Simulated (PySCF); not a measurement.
Isomers C4H4:

A. SMILES C1=CC=C1
B. `C=C1C=C1`
C. 1-buten-3-yne

Spectrum 1. $^{1}$H NMR (300 MHz, computed): δ 5.66 (s, 4H). $^{13}$C{$^{1}$H} NMR (computed): δ 146.7 (CH).

Spectrum 2. $^{1}$H NMR (300 MHz, computed): δ 6.18 (m, 1H), 6.05 (m, 1H), 5.92 (m, 1H), 2.72 (m, 1H). $^{13}$C{$^{1}$H} NMR (computed): δ 138.4 (CH2), 124.4 (CH), 89.2 (CH), 87.1 (C).

Spectrum 3. $^{1}$H NMR (300 MHz, computed): δ 8.23 (dd, J = 3.0, 1.7 Hz, 2H), 4.05 (dd, J = 3.0, 1.7 Hz, 2H). $^{13}$C{$^{1}$H} NMR (computed): δ 144.0 (CH), 122.5 (C), 65.3 (CH2).

Computed data (PySCF 2.14): couplings computed with B3LYP/pcJ-1, shieldings: GIAO PBE0/pcSseg-1, structure optimised with GFN2-xTB. Fast rotation and ring inversion assumed for equivalent nuclei, in vacuum, no relativistic terms, one conformer.

Shifts are taken against calculated references (same method and geometry level): $^{1}$H and $^{13}$C against TMS. Multiplet labels drop J under 1 Hz and among equivalent protons, and merge close values. Unscaled 3J(H,H) run several per cent high. Where no couplings were computed, multiplicities follow the n + 1 count of equivalent neighbours, and m marks all less simple cases (inequivalent or close neighbours, rings, F or P nearby). Shifts are as computed. Against solution values, carbons near 30 ppm lie about +3 ppm off and those near 130 ppm about +5 ppm. Of 1211 compounds with measured shifts, 218 miss one by over three times the rms of a fit or turn the order of signals round; such compounds aren't used in these exercises.

Problem. Match each spectrum to its structure.

Solution. 1–A, 2–C, 3–B.

- Spectrum 1 (A): a single $^{13}$C signal, at 146.7 ppm (alkene CH); δH 5.66 is the hydrogen on an alkene CH.
- Spectrum 2 (C): 4 $^{13}$C signals; δC 138.4 is a terminal =CH2 carbon; δC 124.4 is an alkene CH.
- Spectrum 3 (B): 3 $^{13}$C signals; δC 144.0 is an alkene CH; δC 122.5 is a fully substituted alkene carbon.
